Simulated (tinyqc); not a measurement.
Pariser-Parr-Pople SCF with singles CI, for the molecule Oc1ccc[nH]1 (SMILES; centres numbered as the heavy atoms are written), step by step. One step of it, computed by the program tinyqc.

Question. Iteration 2: Fock matrix. F_rr = H_rr + P_rr gamma_rr / 2 + sum_(s != r) P_ss gamma_rs; F_rs = H_rs - P_rs gamma_rs / 2; E = tr P (H + F) / 2 + core repulsion sum_(r<s) z_r z_s gamma_rs.

P after iteration 1, lower triangle:
```
           1O         2C         3C         4C        5C        6N
1O   1.817730
2C   0.397320   1.125603
3C  -0.286334   0.652441   1.212437
4C   0.045529  -0.127821   0.599855   1.119374
5C   0.152416  -0.313745  -0.213049   0.720169  1.202685
6N  -0.245347   0.523922  -0.174669  -0.282665  0.511252  1.522172
```

core matrix H (eV), lower triangle:
```
            1O          2C          3C          4C          5C          6N
1O  -55.960134
2C   -2.220000  -48.269437
3C    0.000000   -2.390000  -42.299016
4C    0.000000    0.000000   -2.390000  -40.085731
5C    0.000000    0.000000    0.000000   -2.390000  -41.737829
6N    0.000000   -2.290000    0.000000    0.000000   -2.290000  -51.220756
```

repulsion gamma_rs (eV), lower triangle:
```
           1O         2C         3C         4C         5C         6N
1O  23.420000
2C   6.516705  12.150000
3C   4.357284   5.569343  12.150000
4C   3.249068   4.173757   5.570857  12.150000
5C   3.249068   4.173757   4.173294   5.570126  12.150000
6N   4.439005   5.854584   4.330477   4.331427   5.856258  15.040000
```

Centres (angstrom, eV; a flat drawing with bonds scaled to 1.40 angstrom):

| centre | x | y | core charge z | W | gamma_rr |
|---|---|---|---|---|---|
| 1O | 2.159000 | 0.000000 | 2 | 29.710000 | 23.420000 |
| 2C | 0.759000 | 0.000000 | 1 | 9.610000 | 12.150000 |
| 3C | -0.064000 | 1.133000 | 1 | 9.610000 | 12.150000 |
| 4C | -1.395000 | 0.700000 | 1 | 9.610000 | 12.150000 |
| 5C | -1.395000 | -0.700000 | 1 | 9.610000 | 12.150000 |
| 6N | -0.064000 | -1.133000 | 2 | 21.970000 | 15.040000 |

Give: F; pi energy.

Answer.

F (eV), lower triangle:
```
         1O       2C       3C       4C       5C       6N
1O  -7.7549
2C  -3.5146  -4.2299
3C   0.6238  -4.2068  -2.8975
4C  -0.0740   0.2667  -4.0609  -2.6350
5C  -0.2476   0.6547   0.4446  -4.3957  -3.6185
6N   0.5445  -3.8237   0.3782   0.6122  -3.7870  -7.9730
```

pi energy = -111.1892 eV
